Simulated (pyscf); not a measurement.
Thermochemistry of product channels of Cl–Sn:–Cl [singlet] + OH• on the doublet surface, in kcal/mol, from ωB97M-D3(BJ)/def2-TZVP energies (ideal gas, 1 atm, RRHO with modes under 100 cm⁻¹ raised to 100, one conformer, R ln 2 for chiral ones without a mode under 150 cm⁻¹). Structures and frequencies: ωB97X-D3(BJ)/def2-SVP in PySCF.

```tsv
products	ΔE	ΔH(298 K)	ΔG(298 K)	ΔG(900 K)
HO–Sn•(Cl)–Cl	-44.2	-42.0	-33.2	-15.8
HCl + [O=Sn–Cl]•	+12.8	+12.0	+11.3	+10.0
```

These are energies of the channels, which say nothing of barriers. Left out: orbital degeneracy and the spin-orbit lowering of OH. Elements past Kr carry the def2 core potentials, without spin-orbit coupling.
